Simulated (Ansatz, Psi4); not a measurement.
## Predicting a hybrid from its neighbours: CF+

CF+: 2 atoms, total charge +1, spin state singlet. SMILES: `[C+]F`. Geometry: relaxed at PBE0-D4/def2-TZVP.

The HOMO–LUMO gap y, in eV, basis aug-cc-pVTZ; a is the functional's share of exact exchange. Programs: Ansatz 0.2.0, Psi4 1.11.

```
functional  program     a  y (eV)
      TPSS     Psi4     0    6.70
    r2SCAN     Psi4     0    7.00
     TPSSh     Psi4   0.1    7.96
     B3LYP     Psi4   0.2    8.81
   r2SCAN0   Ansatz  0.25       ?
      PBE0     Psi4  0.25    9.46
     BHLYP     Psi4   0.5   12.70
```

Question: Fit y = c + s·a to the known rows and predict r2SCAN0.

Answer: 
1. Means of the 6 rows: a = 0.1750, y = 8.772.
2. Σ(Δa)² = 0.17875, Σ(Δa·Δy) = 2.0627, so the slope is 2.0627/0.17875 = 11.54.
3. Intercept: 8.772 − (11.54) × 0.1750 = 6.753. The largest residual of the fit is 0.25.
4. r2SCAN0: 6.753 + (11.54) × 0.25 = 9.64 eV.

The run gave 9.98 eV, so the prediction is off by -0.34 eV, about the largest residual. Exact exchange lowers occupied levels and raises empty ones. The rows mix families of semi-local functionals, which the line can't see.
